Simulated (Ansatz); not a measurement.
Input file:

```yaml
crystal:
  periodic: [false, false, false]
  atoms:
    - {symbol: Al, position_ang: [0.000000, 0.002764, -0.097584]}
    - {symbol: H, position_ang: [0.000000, 0.822838, 1.241213]}
    - {symbol: H, position_ang: [0.000000, -0.896815, 1.371007]}
basis:
  gaussian: {orbitals: 6-31G}
total_charge: 1
magnetization: {spin_polarized: false, initial_magnetization: 2}
correlation: {method: sc_nevpt2, electrons: all, active_space: {window: {electrons: 14, orbitals: 9}, states: [{multiplicity: 3, weights: [1, 1]}], root: 1}}
```

```sh
$ ansatz run in.yaml --threads 1 --pin off --events-out ev --progress --plain --max-ram 2393MiB
```

(1) Roughly how long does this take on 1 thread of Intel Xeon Platinum 8259CL, shared host, and how much host memory?

```
345 factors; integrals over basis functions are off by at most 8.0e-8 eV
mean field evaluation 1: about -6602.2239 eV, gradient 4.3e0 eV
mean field evaluation 2: about -6602.2271 eV, gradient 4.3e0 eV
mean field evaluation 4: about -6602.5377 eV, gradient 5.7e-1 eV
mean field evaluation 8: about -6602.5556 eV, gradient 1.0e-2 eV
mean field -6602.55563140 eV, -242.6394440810 hartree, gradient 1.4e-6 eV, S^2 2.000000; 0 other end points of the search recorded, 0 dependent functions left out
reference -6602.55563140 eV, -242.6394440810 hartree; 8, 6 occupied and 9, 11 virtual orbitals, 345 factors
state -6602.60915009 eV, -242.6414108566 hartree
state -6599.26269669 eV, -242.5184309624 hartree
state -6602.60915009 eV, -242.6414108566 hartree; corrected -6603.14526047 eV, -242.6611125498 hartree
state -6599.26269669 eV, -242.5184309624 hartree; corrected -6599.67090480 eV, -242.5334323338 hartree
Total energy: -6599.67090480 eV, -242.5334323338 hartree
```

Natural occupations, averaged over the states: 2.0000 2.0000 2.0000 2.0000 2.0000 1.9599 0.9998 0.5329 0.5075.

## Answers

(1) 1 s wall and 0.09 GiB.
